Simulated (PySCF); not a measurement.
Reading a saddle point

A first-order saddle point of BH$_{3}$SO, closed shell, PBE0-D4/def2-TZVP, with one imaginary mode of 1282i cm⁻¹:

```
6
angstrom
B -0.3576 0.7288 -0.3145
S 1.1471 -0.5721 0.5085
O -0.8278 -0.0428 -1.2004
H 0.1766 -0.8873 -0.6165
H -0.4472 1.8095 0.1716
H 0.3089 -1.0361 1.4513
```

PySCF 2.14 with density fitting (its default auxiliary sets; JK sets also for MP2 and CCSD(T)); basis: def2-TZVPP and def2-QZVPP; cores frozen in the correlated methods. Extrapolation: Hartree–Fock as exp(−7.88 √X), correlation as X^−2.97.

Task: Which contacts change along the imaginary mode, and what lies on either side? (A judgement: the text doesn't fix the answer.)

Result: By the calculation: The step is BH₃SO ([OH][BH][SH]) → BHO ([BH][O]) + H₂S, with the molecules in contact on both sides. Shortening one way: S2–H4; lengthening the same way: B1–S2, O3–H4.
| pair | one side (Å) | saddle (Å) | other side (Å) |
| --- | --- | --- | --- |
| S2–H4 | 2.89 | 1.52 | 1.34 |
| B1–S2 | 1.81 | 2.15 | 3.33 |
| O3–H4 | 0.96 | 1.44 | 2.73 |

Task: Which side is lower, and how far does the saddle lie above each? (An estimate is asked for; the value comes from the calculation.)

Result: Computed: The side with B1–S2, O3–H4 short is lower by 1.105 eV; the saddle lies 2.153 eV above it and 1.048 eV above the other (CCSD(T) at an estimated basis limit (MP2 extrapolated from triple and quadruple zeta, plus CCSD(T) − MP2 in triple zeta); electronic energies).

The T1 diagnostic stays at or below 0.019.

Labels in which every atom is bracketed show which atoms are joined, not bond orders.

For scale, one of the runs: CCSD(T)/def2-TZVPP, 146 basis functions, launched by `OMP_NUM_THREADS=4 python run.py`. The run took 100 s on 4 CPU threads of an Arm Neoverse N1 (shared host), with 0.88 GiB of host memory at its peak.
